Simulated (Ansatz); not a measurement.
Two shapes of singlet C2H4O2.

Shape 1:

```xyz
8

C     0.0000    0.0000    0.0000
O     0.0000    0.0000    1.2000
O     0.0000    1.0841   -0.7876
C     0.0000    2.3435   -0.0895
H     0.0000   -0.9712   -0.4949
H     0.0000    3.1599   -0.8118
H    -0.8898    2.4127    0.5362
H     0.8898    2.4127    0.5362
```

Shape 2:

```xyz
8

C     0.0000   -0.9285   -0.0654
O     0.0000   -0.9156    1.1316
O     0.0000    0.1455   -0.8496
C     0.0000    1.3995   -0.1837
H     0.0000   -1.8418   -0.6966
H     0.0000    2.1653   -0.9678
H    -0.8920    1.5055    0.4514
H     0.8920    1.5055    0.4514
```

Basis set: 6-31G* (spherical functions). Correlated methods keep 4 orbitals frozen. Charge 0, multiplicity 1.

Computed with Ansatz (development build ahead of 0.2.0); each method stands on the lowest determinant of its kind that the runs found.

Problem. Which shape is lower in energy, and by how much in each method?

Solution.

```tsv
method	E(2) − E(1) (eV)
RHF	-0.087
RHF-MP2	-0.082
```

Shape 2 is lower.
